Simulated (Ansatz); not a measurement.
The same path of AlFH₂ (4 atoms, charge 0, multiplicity 1) was run twice with different band settings. Lost on the way: Al1–F2, Al1–H3. Made: F2–H3.

Theory: Ansatz 0.2.0, RKS B3LYP-D4/def2-TZVP.

Relaxed end points:

```xyz
4
Properties=species:S:1:pos:R:3
Al 0.402 0.000 0.175
F 0.447 0.000 1.829
H 1.781 0.000 -0.576
H -1.017 0.000 -0.497
```

```xyz
4
Properties=species:S:1:pos:R:3
Al -0.045 0.000 -0.944
F 1.309 0.000 1.471
H 1.942 0.000 0.784
H -1.594 0.000 -0.380
```

Common settings: movable images 5; climbing image yes; optimiser quadratic models (default); start path through a guess of the saddle point; force threshold 0.05 eV/Å; iteration limit 60; end points relaxed.

| run | spring |
| --- | --- |
| 1 | 5.0 eV/Å² |
| 2 | 2.0 to 10.0 eV/Å², energy-weighted |

(1) What does each run give, and how far can it be trusted?

## Answers

(1) Run 1: converged after 8 iterations, highest image 3.467 eV above the first end. Neighbouring images differ by up to 1.4 eV, so the band resolves the path poorly. A vibrational analysis at the climbing image gives one clearly imaginary mode, 1245i cm⁻¹: a first-order saddle point.
Run 2: converged after 7 iterations, highest image 3.467 eV above the first end. Neighbouring images differ by up to 1.9 eV, so the band resolves the path poorly. Another band between the same ends (5 images) ends at a top of the same energy, where a vibrational analysis finds 1 clearly imaginary mode.
The orbitals stay closed-shell, which can raise the energy where a bond breaks towards radicals; this wasn't checked here.
